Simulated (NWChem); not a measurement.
A calculation on acetylene (C₂H₂)

```xyz
4

C      0.0000     0.0000    -0.6043
C      0.0000     0.0000     0.6043
H      0.0000     0.0000    -1.6792
H      0.0000     0.0000     1.6792
```
Charge 0, spin multiplicity 1.

Program: NWChem. Structure: optimised with PBE0/def2-SVP, a minimum by its harmonic frequencies.

The stability of the SCF solutions was not checked. Open-shell Hartree-Fock references start from PBE0 orbitals.

Worked example. At HF/def2-TZVP the parent has a total energy of -76.85007 Ha and the doublet with one electron less, at the same geometry, -76.49211 Ha. The vertical ionisation energy is their difference.

ΔE = -76.49211 − (-76.85007) = 0.35796 Ha. Times 27.2114 eV/Ha this is 9.74 eV, or 940 kJ/mol; λ = 1239.84/9.74 = 127.3 nm. No relaxation of the ion's geometry and no zero-point term enter.
